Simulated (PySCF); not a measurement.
Sodium fluoride, NaF.
SMILES with atom numbers: `[F:1][Na:2]`

Level: CAM-B3LYP/def2-SVPD in PySCF, non-relativistic, on one gas-phase PBE0-D3(BJ)/def2-SVP geometry that isn't relaxed in the solvent. The solvent is an IEF-PCM continuum (cavity from Bondi-type radii × 1.2), and excitations are vertical TDDFT with non-equilibrium linear response and a frozen core. The model holds no explicit solvent molecules, cavitation or dispersion.

Gas-phase singlets (H = HOMO, L = LUMO):

```csv
state,E (eV),λ (nm),f,leading configuration
S1,4.628,268,0.014,H→L 92%
S2,4.628,268,0.014,H-1→L 92%
S3,5.002,248,0.049,H-2→L 94%
S4,6.586,188,0.000,H→L+1 45%
S5,6.586,188,0.000,H-1→L+1 45%
```

Question: What are the lowest 5 singlets in methanol (ε = 32.61)?

Answer: 
```json
{"state": "S1", "E (eV)": "6.663", "λ (nm)": "186", "f": "0.045", "leading configuration": "H-1→L 48%", "change by rank (eV)": "+2.035"}
{"state": "S2", "E (eV)": "6.663", "λ (nm)": "186", "f": "0.045", "leading configuration": "H→L 48%", "change by rank (eV)": "+2.035"}
{"state": "S3", "E (eV)": "6.931", "λ (nm)": "179", "f": "0.060", "leading configuration": "H-2→L 90%", "change by rank (eV)": "+1.929"}
{"state": "S4", "E (eV)": "8.229", "λ (nm)": "151", "f": "0.033", "leading configuration": "H-1→L+1 46%", "change by rank (eV)": "+1.643"}
{"state": "S5", "E (eV)": "8.229", "λ (nm)": "151", "f": "0.033", "leading configuration": "H→L+1 46%", "change by rank (eV)": "+1.643"}
```

Question: How do the frontier levels move from gas to methanol?

Answer: 
```json
{"orbital": "LUMO+2", "gas (eV)": "0.60", "solvent (eV)": "0.90", "change (eV)": "+0.30", "Löwdin shares, gas": "Na2 98 %", "Löwdin shares, solvent": "Na2 97 %"}
{"orbital": "LUMO+1", "gas (eV)": "0.60", "solvent (eV)": "0.84", "change (eV)": "+0.24", "Löwdin shares, gas": "Na2 98 %", "Löwdin shares, solvent": "Na2 97 %"}
{"orbital": "LUMO", "gas (eV)": "-1.02", "solvent (eV)": "-0.20", "change (eV)": "+0.82", "Löwdin shares, gas": "Na2 97 %", "Löwdin shares, solvent": "Na2 96 %"}
{"orbital": "HOMO", "gas (eV)": "-8.51", "solvent (eV)": "-10.03", "change (eV)": "-1.52", "Löwdin shares, gas": "F1 96 %", "Löwdin shares, solvent": "F1 96 %"}
{"orbital": "HOMO-1", "gas (eV)": "-8.51", "solvent (eV)": "-10.03", "change (eV)": "-1.52", "Löwdin shares, gas": "F1 96 %", "Löwdin shares, solvent": "F1 96 %"}
{"orbital": "HOMO-2", "gas (eV)": "-8.74", "solvent (eV)": "-10.26", "change (eV)": "-1.52", "Löwdin shares, gas": "F1 98 %", "Löwdin shares, solvent": "F1 98 %"}
{"orbital": "HOMO-3", "gas (eV)": "-27.49", "solvent (eV)": "-28.95", "change (eV)": "-1.46", "Löwdin shares, gas": "F1 90 %, Na2 10 %", "Löwdin shares, solvent": "F1 89 %, Na2 11 %"}
```

The HOMO–LUMO gap goes from 7.49 to 9.84 eV. Rows go by rank; for LUMO+1 and LUMO+2 the atom shares or the degeneracy differ between the runs, so the row needn't follow one orbital. Shares within a degenerate set are those of one arbitrary member.
